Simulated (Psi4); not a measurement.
# CH3 (methyl radical) at UM06-2X/cc-pVTZ

What is the energy change on altering one bond length of CH3 (methyl radical) at UM06-2X/cc-pVTZ? 

The calculation is run with Psi4 1.11.

4 further runs of the same task are left out: 3 that didn't finish, 1 set aside as unsound or not needed.

### Step 1. The structure to begin with

CH3: 4 atoms, total charge 0, spin state doublet. As SMILES, `[CH3]`. The coordinates come from a PBE0-D4/def2-TZVP relaxation.

Bond lengths: C1–H2 1.080 Å, C1–H3 1.080 Å, C1–H4 1.080 Å. Angles: H2–C1–H3 120.0°, H2–C1–H4 120.0°, H3–C1–H4 120.0°.

### Step 2. A single-point energy at UM06-2X/cc-pVTZ

The input, ch3.in:

```
memory 1600 mb

molecule {
  0 2
  C      0.00000000     0.00000000     0.00000000
  H      0.17234302     1.70434399     1.10964718
  H     -1.66900611    -0.31671810    -1.13137903
  H      1.49666309    -1.38762589     0.02154288
  units bohr
  symmetry c1
  no_reorient
  no_com
}

set basis cc-pVTZ
set reference uks
set puream true
set e_convergence 1e-09
set d_convergence 1e-08
set scf_type pk
set dft_radial_points 99
set dft_spherical_points 590
set maxiter 100

e_tot, wfn = energy("m06-2x", return_wfn=True)
```

Command:

```bash
$ psi4 ch3.in ch3.out -n 1
```

ch3.out:

```text
[...]
  Running in c1 symmetry.
[...]
  Nuclear repulsion =    9.667585394596546
[...]
  Multiplicity = 2
[...]
  Nalpha       = 5
  Nbeta        = 4
[...]
    Number of basis functions: 72
[...]
   @UKS iter   1:   -39.74404364526893   -4.63566e-01   5.63455e-03 DIIS/ADIIS
[...]
   @UKS iter   9:   -39.82465850318766   -5.25091e-12   2.30845e-09 DIIS
[...]
   @S^2 Observed:                7.548108408E-01
[...]
    Orbital Energies [Eh]
    ---------------------
    Alpha Occupied:
       1A    -10.544087     2A     -0.777060     3A     -0.489303
       4A     -0.489292     5A     -0.286740
    Alpha Virtual:
       6A      0.090861     7A      0.153170     8A      0.153171
       9A      0.297926    10A      0.297934    11A      0.362431
      12A      0.381560    13A      0.504266    14A      0.521954
      15A      0.521962    16A      0.603100    17A      0.603105
      18A      0.878843    19A      0.925851    20A      0.946995
      21A      0.947008    22A      1.012464    23A      1.114596
      24A      1.114618    25A      1.282616    26A      1.282623
[...]
  @UKS Final Energy:   -39.82465850318766
   => Energetics <=
    Nuclear Repulsion Energy =              9.6675853945965464
    One-Electron Energy =                 -71.6241641840416605
    Two-Electron Energy =                  25.2411005128416228
    DFT Exchange-Correlation Energy =      -3.1091802265841659
    Empirical Dispersion Energy =           0.0000000000000000
    VV10 Nonlocal Energy =                  0.0000000000000000
    Total Energy =                        -39.8246585031876563
[...]
 Multipole Moments:
 ------------------------------------------------------------------------------------
     Multipole            Electronic (a.u.)      Nuclear  (a.u.)        Total (a.u.)
 ------------------------------------------------------------------------------------
 L = 1.  Multiply by 2.5417464519 to convert [e a0] to [Debye]
 Dipole X            :          0.0000011            0.0000000            0.0000011
 Dipole Y            :          0.0000090           -0.0000000            0.0000090
 Dipole Z            :          0.0001692           -0.0001890           -0.0000198
 Magnitude           :                                                    0.0000218
[...]
```

Run time: 55 s. Hardware: 1 thread of Intel Xeon at 2.50GHz (Skylake/Cascade Lake), shared host; peak memory 0.86 GiB.

### Step 3. The distorted shape at the same level

The input, ch3.inp:

```
memory 1600 mb

molecule molecule1 {
  0 2
  C      0.706523     0.134073     0.478935
  H      0.797723     1.035973     1.066135
  H     -0.883200    -0.167600    -0.598700
  H      1.498523    -0.600227     0.490335
  symmetry c1
  no_reorient
  no_com
}

set basis cc-pVTZ
set reference uks
set puream true
set e_convergence 1e-09
set d_convergence 1e-08
set scf_type pk
set dft_radial_points 99
set dft_spherical_points 590
set maxiter 100

energy('m06-2x')
print_variables()
```

Command:

```bash
$ psi4 -n 1 ch3.inp ch3.out
```

ch3.out:

```text
[...]
  Running in c1 symmetry.
[...]
  Nuclear repulsion =    8.194087182963941
[...]
  Multiplicity = 2
[...]
  Nalpha       = 5
  Nbeta        = 4
[...]
    Number of basis functions: 72
[...]
   @UKS iter   1:   -39.54379128600972   -4.72357e-01   6.13518e-03 DIIS/ADIIS
[...]
   @UKS iter  15:   -39.68605633039584   -2.48690e-12   3.82444e-09 DIIS
[...]
   @S^2 Observed:                9.842263039E-01
[...]
    Orbital Energies [Eh]
    ---------------------
    Alpha Occupied:
       1A    -10.594912     2A     -0.766655     3A     -0.506859
       4A     -0.371365     5A     -0.304238
    Alpha Virtual:
       6A     -0.041852     7A      0.106044     8A      0.148581
       9A      0.283125    10A      0.288285    11A      0.328033
      12A      0.348634    13A      0.432772    14A      0.502028
      15A      0.512864    16A      0.560048    17A      0.594957
      18A      0.677202    19A      0.706073    20A      0.811403
      21A      0.932362    22A      0.934273    23A      1.047320
      24A      1.066013    25A      1.082529    26A      1.114396
[...]
  @UKS Final Energy:   -39.68605633039584
   => Energetics <=
    Nuclear Repulsion Energy =              8.1940871829639406
    One-Electron Energy =                 -68.5803520597680745
    Two-Electron Energy =                  23.7367134620180025
    DFT Exchange-Correlation Energy =      -3.0365049156097039
    Empirical Dispersion Energy =           0.0000000000000000
    VV10 Nonlocal Energy =                  0.0000000000000000
    Total Energy =                        -39.6860563303958358
[...]
 Multipole Moments:
 ------------------------------------------------------------------------------------
     Multipole            Electronic (a.u.)      Nuclear  (a.u.)        Total (a.u.)
 ------------------------------------------------------------------------------------
 L = 1.  Multiply by 2.5417464519 to convert [e a0] to [Debye]
 Dipole X            :        -10.5075489           10.6810798            0.1735309
 Dipole Y            :         -1.9939551            2.0268900            0.0329349
 Dipole Z            :         -7.1226504            7.2402589            0.1176084
 Magnitude           :                                                    0.2122014
[...]
```

It took 80 s on 1 thread of Intel Xeon at 2.50GHz (Skylake/Cascade Lake), shared host; peak memory 0.85 GiB.

### Step 4. Outcome

Level: UM06-2X/cc-pVTZ.

```
                                                         quantity         value
                                        first shape: total energy  -39.82466 Eh
                                       first shape: dipole moment        0.00 D
                  first shape: HOMO energy (highest over α and β)      -7.80 eV
                   first shape: LUMO energy (lowest over α and β)      -0.88 eV
                                                first shape: ⟨S²⟩         0.755
                                    distorted shape: total energy  -39.68606 Eh
                                   distorted shape: dipole moment        0.54 D
              distorted shape: HOMO energy (highest over α and β)      -8.28 eV
               distorted shape: LUMO energy (lowest over α and β)      -1.14 eV
                                            distorted shape: ⟨S²⟩         0.984
energy change with the C1–H3 bond stretched from 1.080 to 1.944 Å      3.772 eV
```

With the C1–H3 bond stretched from 1.080 to 1.944 Å the energy rises by 3.77 eV (364 kJ/mol). The first shape isn't relaxed at this level, so the change isn't measured from a minimum. ⟨S²⟩ (distorted shape) is 0.98 where a pure doublet has 0.75: the reference is spin-contaminated.
